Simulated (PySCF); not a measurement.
# ClF−: from the state search to spectroscopic constants

What are the lowest state that PBE0 finds, the bond length, vibrational wavenumber and bond energy of ClF−, and how much do these hang on the method?

The runs use PySCF 2.14.0; Cl aug-cc-pV(D+d)Z, F aug-cc-pVDZ, no relativity.

### Step 1. Set-up

The job is set up so:

- atoms: Cl, F
- charge: -1
- basis: Cl aug-cc-pV(D+d)Z, F aug-cc-pVDZ
- Hamiltonian: no relativity
- basis functions: 55
- electrons treated: 27
- masses in u: 34.9689, 18.9984
- levels: PBE0, PBE, r²SCAN, r²SCANh, revPBE, M06-2X, CAM-B3LYP, HF, MP2, SCS-MP2, CCSD, CCSD(T)
- grid: 80 radial by 434 angular points
- occupations: held fixed by the projection of orbital angular momentum
- dissociation limit: Cl− + F, each in its ground configuration
- starting distance in angstrom: 1.685
- values of 2S to try: 1, 3

The run is started by

```
$ OMP_NUM_THREADS=1 python dia.py task.json out
```

Further steps of the session: The PBE0 curve of the lowest state; PBE (GGA); r²SCAN (meta-GGA); r²SCANh; revPBE; M06-2X; CAM-B3LYP; UHF (mean field); MP2 and coupled cluster.

Before running it: what results should come out? Wanted: for each run, Re; ωe; De; μ.

**Answer**, as computed:

Lowest PBE0 solution found, without spin–orbit coupling: ²Σ⁺ (doublet), unpaired electrons σ ↑.

```csv
level,Re (Å),ωe (cm⁻¹),De (eV),μ (D)
UHF-CCSD,2.184,380,1.11,n/a
UHF-CCSD(T),2.194,360,1.22,n/a
PBE,2.296,265.5,2.08,-1.24
revPBE,2.342,240.2,1.91,-1.27
r²SCAN,2.273,285.0,1.75,-1.07
r²SCANh,2.250,299.7,1.58,-1.02
PBE0,2.231,310,1.56,-1.09
M06-2X,2.192,348,1.36,-1.18
CAM-B3LYP,2.217,331,1.61,-1.31
```

De is counted to Cl− + F in their ground configurations. A positive dipole points from Cl to F; in an ion it is taken about the centre of mass and does not tell which atom is negative. No constants: UHF (the energy still falls at the long end of the scan); UHF-MP2 (the curve is not smooth near its minimum); UHF-SCS-MP2 (the curve is not smooth near its minimum).

What this shows: The methods spread over 0.158 Å in bond length, from UHF-CCSD to revPBE. Of the levels with a De here, UHF-CCSD gives the least (1.11 eV) and PBE the most (2.08 eV).

Correlated steps freeze 6 core orbitals. T1 is 0.040 near the minimum (highest on the curve 0.092), which may point to more than one leading configuration.
